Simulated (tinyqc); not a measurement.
Extended Hueckel theory, for BH3+, step by step. The parameters take no account of the charge, which enters only through the electron count. Computed by tinyqc, a small Python program that keeps every step (integrals from PySCF). Settings: charge = 1, K = 1.75, weighted = 1, multiplicity = 2. Command: `OMP_NUM_THREADS=1 python tinyqc.py 26800 26801 out.jsonl` (the two numbers bound the seeds that draw the settings). One thread of a shared host (Intel(R) Xeon(R) Processor @ 2.60GHz), about 0.01 s of CPU time with the checks.

## Overlaps

Geometry (angstrom):
```
atom,x,y,z
B,0.00000,0.00000,0.02700
H,1.18000,0.00000,0.00000
H,-0.59000,1.02200,0.00000
H,-0.59000,-1.02200,0.00000
```

Parameters chosen for this run:
```
element,shell,Slater exponent,H_ii (eV)
B,2s,1.30000,-15.20000
B,2p,1.30000,-8.50000
H,1s,1.30000,-13.60000
```

Slater orbitals, each expanded in six Gaussians scaled to its exponent.

overlap S:
```
,1B 2s,1B 2px,1B 2py,1B 2pz,2H 1s,3H 1s,4H 1s
1B 2s,1.00000,0.00000,0.00000,0.00000,0.49316,0.49312,0.49312
1B 2px,0.00000,1.00000,0.00000,0.00000,0.53473,-0.26734,-0.26734
1B 2py,0.00000,0.00000,1.00000,0.00000,0.00000,0.46308,-0.46308
1B 2pz,0.00000,0.00000,0.00000,1.00000,-0.01224,-0.01223,-0.01223
2H 1s,0.49316,0.53473,0.00000,-0.01224,1.00000,0.09515,0.09515
3H 1s,0.49312,-0.26734,0.46308,-0.01223,0.09515,1.00000,0.09513
4H 1s,0.49312,-0.26734,-0.46308,-0.01223,0.09515,0.09513,1.00000
```

## Wolfsberg-Helmholz matrix

diagonal H_ii (eV): 1B 2s -15.20000, 1B 2px -8.50000, 1B 2py -8.50000, 1B 2pz -8.50000, 2H 1s -13.60000, 3H 1s -13.60000, 4H 1s -13.60000

K = 1.75000

H_ij = K' S_ij (H_ii + H_jj)/2 for i != j (the diagonal keeps H_ii), with K' = K + D^2 + D^4 (1 - K), D = (H_ii - H_jj)/(H_ii + H_jj), K = 1.75.

H (eV):
```
,1B 2s,1B 2px,1B 2py,1B 2pz,2H 1s,3H 1s,4H 1s
1B 2s,-15.20000,0.00000,0.00000,0.00000,-12.44940,-12.44849,-12.44849
1B 2px,0.00000,-8.50000,0.00000,0.00000,-10.64242,5.32064,5.32064
1B 2py,0.00000,0.00000,-8.50000,0.00000,0.00000,-9.21643,9.21643
1B 2pz,0.00000,0.00000,0.00000,-8.50000,0.24351,0.24349,0.24349
2H 1s,-12.44940,-10.64242,0.00000,0.24351,-13.60000,-2.26466,-2.26466
3H 1s,-12.44849,5.32064,-9.21643,0.24349,-2.26466,-13.60000,-2.26413
4H 1s,-12.44849,5.32064,9.21643,0.24349,-2.26466,-2.26413,-13.60000
```

## Orbitals

valence electrons = 5

Solve H C = S C e through S^(-1/2); fill by pairs from the bottom, a degenerate level sharing its electrons equally; each orbital has its largest coefficient positive (the first on a tie).

orbital energies (eV): -19.61920  -14.65179  -14.65162  -8.50259  10.54349  10.54401  20.99667

occupations: 2.00000  2.00000  1.00000  0.00000  0.00000  0.00000  0.00000

coefficients:
```
,MO1,MO2,MO3,MO4,MO5,MO6,MO7
1B 2s,0.52865,0.00000,-0.00001,0.02289,0.00000,-0.00047,1.51819
1B 2px,0.00000,0.00000,0.40036,0.00000,0.00000,1.31938,0.00054
1B 2py,0.00000,0.40034,0.00000,0.00000,1.31939,0.00000,0.00000
1B 2pz,-0.00026,0.00000,0.00000,0.99965,0.00000,0.00001,-0.04088
2H 1s,0.28075,0.00000,0.58477,-0.00619,0.00000,-1.02867,-0.80374
3H 1s,0.28072,0.50644,-0.29241,-0.00619,-0.89105,0.51471,-0.80310
4H 1s,0.28072,-0.50644,-0.29241,-0.00619,0.89105,0.51471,-0.80310
```

sum of one-electron energies = -83.19359 eV

Within a degenerate level the vectors are fixed only up to a rotation; this is one choice.

## Mulliken analysis

P = C n C^T; charge = valence electrons (B 3, H 1) minus the sum of (P S)_ii on the atom; overlap population = 2 sum P_ij S_ij between two atoms.

charges: 1B 0.95778, 2H 0.23138, 3H -0.09458, 4H -0.09458

Overlap populations:
```
pair,value
2-1,0.543142
3-1,0.730881
3-2,-0.002544
4-1,0.730881
4-2,-0.002544
4-3,-0.051344
```
